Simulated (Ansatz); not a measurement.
**SiCl+ (quintet): from Hartree-Fock to the top rungs, def2-TZVPP**

The task here is to estimate one member of a computed series from the others.

Computed with Ansatz 0.2.0, Gaussian basis. Level: def2-TZVPP, core rule «outside noble gas», up to 10 orbitals frozen.

To be run: UHF; ROHF; CCSD(T) on UHF.

### The geometry

The geometry is a PBE0/def2-TZVP stationary point (not a proven minimum) of the parent state, kept for this charge and spin.

2 atoms, charge 1, spin multiplicity 5.

Atoms are counted from 1 here; the program's logs count them from 0.

Bond lengths: Si1–Cl2 2.058 Å.

Set-up of the first run:

in.yaml reads:

```yaml
crystal:
  periodic: [false, false, false]
  atoms:
    - {symbol: Si, position_ang: [0.000000, 0.000000, 0.000000]}
    - {symbol: Cl, position_ang: [0.000000, 0.000000, 2.057900]}
basis:
  gaussian: {orbitals: def2-TZVPP}
total_charge: 1
magnetization: {spin_polarized: true, initial_magnetization: 4}
hamiltonian: {xc: hf}
output: {orbitals: {seedname: orbitals}}
```

On the command line:

```
> ansatz run in.yaml --threads 1 --pin off --events-out ev --progress --plain --max-ram 3968MiB --backend cpu
```

Steps of the session up to this table: UHF; ROHF; CCSD(T) on UHF.

One table of the session follows, with a row left open; its other results are not shown here.

```
  method  from UCCSD(T) (meV)
    ROHF              +6345.7
     UHF              +6166.5
    UMP2                    ?
   UCCSD               +226.7
UCCSD(T)                    0
```

**Question.** Estimate the row for UMP2.

As computed: from UCCSD(T) (meV): +1065.2. In the column «from UCCSD(T) (meV)» it lies between UCCSD (+226.7) and UHF (+6166.5).
